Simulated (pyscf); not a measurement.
This saddle point was located with ωB97X-D3(BJ)/def2-SVP in PySCF.

```
Mo
O 1 1.6582
O 1 1.6602 2 106.06
O 1 1.8603 2 112.10 3 -113.19
H 4 0.9683 1 119.55 2 -50.06
O 1 1.9892 2 111.69 3 107.46
H 6 0.9669 1 127.85 2 -84.35
H 6 1.3072 7 130.93 1 -148.05
Br 8 1.6039 6 144.87 7 163.66
```

Surface: singlet, charge 0. Lowest wavenumbers (cm⁻¹): 723i, 92, 126, 135, 164.

**Question.** Name the species on either side of this saddle.

**Answer.** O=Mo(=O)(OH)–OH + hydrogen bromide (HBr) ⇌ O=Mo(=O)(OH)–Br + water (H₂O), a four-centre exchange read from left to right: Mo–O, Br–H broken and Br–Mo, H–O formed. At ωB97M-D3(BJ)/def2-TZVP it lies +21.5 kJ/mol from the left side and +49.8 kJ/mol from the right (each side as separated species at their lowest minima found). On the reactant side the descent ends in a complex, 23.6 kJ/mol under the separated species and 28.3 kJ/mol under the saddle at ωB97X-D3(BJ)/def2-TZVP. On the product side the descent ends in an adduct with a Mo–O contact (not fully relaxed), 40.1 kJ/mol under the separated species and 94.7 kJ/mol under the saddle at ωB97X-D3(BJ)/def2-TZVP. What is counted as broken (Mo–O) persists as a longer contact in the product adduct; parting that adduct is a step of its own. At ωB97X-D3(BJ) the barrier from the zero used here is 4.7 kJ/mol. This is the saddle that the search found; another between the same sides may lie lower. Elements up to Kr have no core potential and no relativistic terms here. Elements past Kr carry the def2 core potentials, without spin-orbit coupling.
